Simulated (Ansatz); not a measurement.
# SiH (SMILES [SiH]) at 6 levels

We compute a comparison of 6 runs (UBHLYP/6-311G**, UCAM-B3LYP/6-311G**, UPBE/6-311G**, UCCSDTQ/3-21G, UCCSDT/6-311G**, UCCSD(T)/6-311G**) of SiH. 

The results are computed with Ansatz 0.2.0.

66 further runs of the same task are left out: 2 that didn't finish, 64 set aside as unsound or not needed.

## 1. The molecule

SiH has 2 atoms, charge 0, and is taken as a doublet. SMILES: `[SiH]`. The H2–Si1 distance was set to 3.033 Å, away from the relaxed value.

## 2. The energy at UBHLYP/6-311G(d,p) (run 1)

File in.yaml:

```yaml
crystal:
  periodic: [false, false, false]
  atoms:
    - {symbol: Si, position_ang: [0.000000, 0.000000, -1.516540]}
    - {symbol: H, position_ang: [0.000000, 0.000000, 1.516560]}
basis:
  gaussian: {orbitals: 6-311G_st__st_-spherical.json}
total_charge: 0
magnetization: {spin_polarized: true, initial_magnetization: 1}
hamiltonian: {xc: {name: BHLYP}}
accuracy: high
```

The basis set 6-311G** is read from a file made from the Basis Set Exchange's data (not shown).

Started as:

```sh
$ ansatz run in.yaml --threads 1 --pin off --max-ram 2610MiB --events-out events.jsonl --progress --plain --runs-dir runs
```

The log of the run:

```text
Warning: RAYON_NUM_THREADS=1 ignored (pool sized by the plan → 1); use --threads N
Functional definition: BHLYP
  name "BHLYP"
  parameter a = 0.5
  exchange = (1 - a)*b88_x + a*exact_x
  correlation = lyp_c
426 factors; integrals over basis functions are off by at most 1.2e-8 eV
mean field evaluation 1: about -7885.6713 eV, gradient 9.7e0 eV
mean field evaluation 2: about -7882.2638 eV, gradient 1.6e1 eV
mean field evaluation 4: about -7887.5543 eV, gradient 5.1e-1 eV
mean field evaluation 8: about -7887.5510 eV, gradient 1.4e-2 eV
mean field evaluation 16: about -7888.2367 eV, gradient 1.6e-8 eV
mean field evaluation 32: about -7888.2367 eV, gradient 2.6e-5 eV
mean field evaluation 64: about -7887.5277 eV, gradient 3.3e-1 eV
mean field -7888.23668582 eV, -289.8873513652 hartree, gradient 2.4e-8 eV, S^2 1.522803; 8 other end points of the search recorded, 0 dependent functions left out
reference -7888.23670525 eV, -289.8873520792 hartree; 8, 7 occupied and 24, 25 virtual orbitals, 426 factors
Total energy: -7888.23670525 eV, -289.8873520792 hartree
```

Wall time 3 s (1 thread of Arm Neoverse V2, shared host); peak memory 0.096 GiB.

## 3. The energy at UCAM-B3LYP/6-311G(d,p) (run 2)

File run.yaml:

```yaml
basis:
  gaussian:
    orbitals: 6-311G_st__st_-spherical.json
crystal:
  periodic: [false, false, false]
  atoms:
    - {symbol: Si, position_ang: [0.000000, 0.000000, -1.516540]}
    - {symbol: H, position_ang: [0.000000, 0.000000, 1.516560]}
accuracy: high
hamiltonian:
  xc: {name: CAM-B3LYP}
magnetization:
  spin_polarized: true
  initial_magnetization: 1
```

The basis set 6-311G** is read from a file made from the Basis Set Exchange's data (not shown).

Started as:

```sh
$ ansatz run run.yaml --threads 1 --pin off --max-ram 2610MiB --events-out events.jsonl --progress --plain --runs-dir runs
```

The log of the run:

```text
Warning: RAYON_NUM_THREADS=1 ignored (pool sized by the plan → 1); use --threads N
Functional definition: CAM-B3LYP
  name "CAM-B3LYP"
  parameter alpha = 0.19
  parameter beta = 0.46
  parameter omega = 0.33/bohr
  parameter ac = 0.81
  exchange = (1 - alpha - beta)*b88_x + beta*b88_x_sr(omega) + alpha*exact_x + beta*exact_x_lr(omega)
  correlation = (1 - ac)*vwn5_c + ac*lyp_c
426 factors; integrals over basis functions are off by at most 1.2e-8 eV
160 factors; integrals over basis functions are off by at most 2.0e-9 eV
mean field evaluation 1: about -7885.7891 eV, gradient 1.0e1 eV
mean field evaluation 2: about -7883.1803 eV, gradient 1.6e1 eV
mean field evaluation 4: about -7887.7099 eV, gradient 5.0e-1 eV
mean field evaluation 8: about -7887.7266 eV, gradient 4.9e-1 eV
mean field evaluation 16: about -7888.2931 eV, gradient 1.2e-2 eV
mean field evaluation 32: about -7888.2931 eV, gradient 8.9e-4 eV
mean field evaluation 64: about -7887.5603 eV, gradient 2.8e-1 eV
mean field -7888.29310637 eV, -289.8894247819 hartree, gradient 1.0e-8 eV, S^2 1.496346; 8 other end points of the search recorded, 0 dependent functions left out
reference -7888.29312015 eV, -289.8894252884 hartree; 8, 7 occupied and 24, 25 virtual orbitals, 426 factors
Total energy: -7888.29312015 eV, -289.8894252884 hartree
```

Wall time 4.2 s (1 thread of Arm Neoverse V2, shared host); peak memory 0.1 GiB.

Runs 3 to 5 aren't shown in full; the table further down has their settings and results.

## 4. A single-point energy at UCCSD(T)/6-311G(d,p) (run 6)

File run.yaml:

```yaml
crystal:
  periodic: [false, false, false]
  atoms:
    - {symbol: Si, position_ang: [0.000000, 0.000000, -1.516540]}
    - {symbol: H, position_ang: [0.000000, 0.000000, 1.516560]}
basis:
  gaussian:
    orbitals: 6-311G_st__st_-spherical.json
magnetization:
  spin_polarized: true
  initial_magnetization: 1
correlation:
  method: ccsd_t
  frozen_orbitals: {H: 0, Si: 5}
accuracy: high
scf:
  omitted_lower_state_checks: [cluster_reference, increment]
```

The basis set 6-311G** is read from a file made from the Basis Set Exchange's data (not shown).

Started as:

```sh
$ ansatz run run.yaml --threads 1 --pin off --max-ram 2610MiB --events-out events.jsonl --progress --plain --runs-dir runs
```

The log of the run:

```text
Warning: RAYON_NUM_THREADS=1 ignored (pool sized by the plan → 1); use --threads N
[... 19 lines left out ...]
5 core orbitals not correlated: weight in the atoms' cores, before any rotation towards them, 1.000 or more for the frozen orbitals, at most 0.000 for the correlated occupied ones
[... 39 lines left out ...]
Total energy: -7875.45262862 eV, -289.4175459282 hartree
Checks for a lower state left out: cluster_reference, increment
```

Run time: 0.87 s. Hardware: 1 thread of Arm Neoverse V2, shared host.

## 5. The series

```tsv
run	level	frozen core orbitals	energy (Eh)	⟨S²⟩	wall time
1	UBHLYP/6-311G**	–	-289.887352	1.523	3 s
2	UCAM-B3LYP/6-311G**	–	-289.889425	1.496	4.2 s
3	UPBE/6-311G**	–	-289.736651	1.344	3.9 s
4	UCCSDTQ/3-21G	5	-287.875339	1.670	5.1 s
5	UCCSDT/6-311G**	5	-289.420443	1.671	2.3 s
6	UCCSD(T)/6-311G**	5	-289.417546	1.671	0.87 s
```

## 6. Outcome

| quantity | value |
| --- | --- |
| run 6: total energy | -289.41755 Eh |
| run 6: correlation energy (5 core orbitals frozen) | -64.9 mEh |
| run 6: (T) correction | -1.97 mEh |
| run 6: ⟨S²⟩ of the reference determinant | 1.671 |
| run 6: T1 diagnostic | 0.045 |

In words: Totals of different functionals can't be ranked against each other. Spin contamination of the reference: run 5 ⟨S²⟩ = 1.67, run 6 ⟨S²⟩ = 1.67, run 4 ⟨S²⟩ = 1.67, run 1 ⟨S²⟩ = 1.52, run 2 ⟨S²⟩ = 1.50, run 3 ⟨S²⟩ = 1.34. Where it is this large, the reference is a mixture of spin states, and values that rest on it are in doubt. All runs together took 19 s, the longest 5.1 s.
